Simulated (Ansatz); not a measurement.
`C/C(O)=C\C=S`, charge 0, multiplicity 1.

(1) Give a relaxed structure at PBE0-D4/def2-TZVP (Ansatz 0.2.0). (Estimate.)

Results:

(1) The calculation gave: 
Cartesian coordinates in Å:
```
C -1.3688 0.2796 0.0029
C 0.0485 0.5885 -0.3213
O 0.2519 1.7505 -0.9680
C 1.1387 -0.1617 -0.0404
C 1.1076 -1.4109 0.6336
S 2.4088 -2.3282 0.9804
H -1.9613 0.2355 -0.9171
H -1.7885 1.0705 0.6337
H -1.4821 -0.6662 0.5249
H -0.5858 2.1997 -1.1154
H 2.1052 0.2187 -0.3527
H 0.1258 -1.7760 0.9394
```
Point group Cs.
This is one stationary point; other conformers may exist.
